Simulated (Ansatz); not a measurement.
# BFH3Si+ (SMILES FB[SiH2+]): one structure at several levels

How do the functionals fare away from a minimum? The structure is a frame of a short trajectory.

Computed with Ansatz 0.2.0, Gaussian basis. Level: single points in def2-TZVPP.

Correlated methods freeze the cores.

## (1) The starting structure

SMILES `FB[SiH2+]`, 6 atoms, charge 1, spin multiplicity 1.

Atoms are counted from 1 here; the program's logs count them from 0.

Bond lengths: F1–B2 1.254 Å, B2–Si3 2.075 Å, B2–H4 1.221 Å, Si3–H5 1.546 Å, Si3–H6 1.466 Å. Angles: F1–B2–Si3 115.2°, F1–B2–H4 127.3°, Si3–B2–H4 117.2°, B2–Si3–H5 119.6°, B2–Si3–H6 118.9°, H5–Si3–H6 120.9°.

Coordinates:

```
F    -1.25234   -1.49459    0.42603
B    -0.22903   -1.08470   -0.17203
Si    0.23453    0.91455    0.13613
H     0.44808   -1.69623   -0.98411
H     1.42711    1.54735   -0.61633
H    -0.68444    1.74191    0.92403
```

## (2) PBE-D4/def2-TZVPP

Input file run/in.yaml:

```yaml
crystal:
  periodic: [false, false, false]
  atoms:
    - {symbol: F, position_ang: [-1.252342, -1.494589, 0.426028]}
    - {symbol: B, position_ang: [-0.229030, -1.084701, -0.172034]}
    - {symbol: Si, position_ang: [0.234527, 0.914554, 0.136127]}
    - {symbol: H, position_ang: [0.448077, -1.696225, -0.984109]}
    - {symbol: H, position_ang: [1.427112, 1.547348, -0.616326]}
    - {symbol: H, position_ang: [-0.684442, 1.741910, 0.924031]}
basis:
  gaussian: {orbitals: def2-TZVPP}
total_charge: 1
hamiltonian: {xc: pbe, dispersion: d4}
output: {forces: true}
```

Command:

```console
$ ansatz run in.yaml --threads 2 --pin off --events-out ev --progress --plain --max-ram 3481MiB
```

## (3) r2SCAN-D4/def2-TZVPP

run/in.yaml, as its differences from that of step 2:

```diff
@@ -12,3 +12,3 @@
 total_charge: 1
-hamiltonian: {xc: pbe, dispersion: d4}
+hamiltonian: {xc: r2scan, dispersion: d4}
 output: {forces: true}
```

## (4) PBE0-D4/def2-TZVPP

run/in.yaml, as its differences from that of step 3:

```diff
@@ -12,3 +12,3 @@
 total_charge: 1
-hamiltonian: {xc: r2scan, dispersion: d4}
-output: {forces: true}
+hamiltonian: {xc: pbe0, dispersion: d4}
+output: {forces: true, orbitals: {seedname: orbitals}}
```

## (5) wB97M-V/def2-TZVPP

run/in.yaml, as its differences from that of step 4:

```diff
@@ -12,3 +12,3 @@
 total_charge: 1
-hamiltonian: {xc: pbe0, dispersion: d4}
-output: {forces: true, orbitals: {seedname: orbitals}}
+hamiltonian: {xc: {name: wB97M-V}}
+output: {forces: true}
```

## (6) CCSD(T)/def2-TZVPP

run/in.yaml, as its differences from that of step 5:

```diff
@@ -12,3 +12,3 @@
 total_charge: 1
-hamiltonian: {xc: {name: wB97M-V}}
+correlation: {method: ccsd_t}
 output: {forces: true}
```

(Steps that only read results are left out.)

**Question.** What will these runs give? Wanted: energy less free atoms, CCSD(T)/def2-TZVPP; RMS force component; RMS force error; HOMO and LUMO, PBE0-D4; T1 diagnostic.

The runs gave:

| quantity | value |
| --- | --- |
| energy less free atoms, CCSD(T)/def2-TZVPP | -257.3 kcal/mol |
| RMS force component | 0.872 to 1.009 eV/Å over the methods |
| RMS force error | PBE-D4 0.163, r2SCAN-D4 0.087, PBE0-D4 0.152, wB97M-V 0.066 eV/Å |
| HOMO and LUMO, PBE0-D4 | -14.39 and -10.21 eV |
| T1 diagnostic | 0.014 |

Against CCSD(T) the functionals' energies less atoms differ by -14.9 to -8.2 kcal/mol, PBE-D4 by -14.9 kcal/mol. A larger basis would deepen the CCSD(T) value, while the functionals are nearly converged already, so the order here is not reliable. On forces the order runs from wB97M-V to PBE-D4. Frozen-core CCSD(T) forces in triple zeta carry basis errors of their own, and this is one geometry, so small gaps rank nothing.
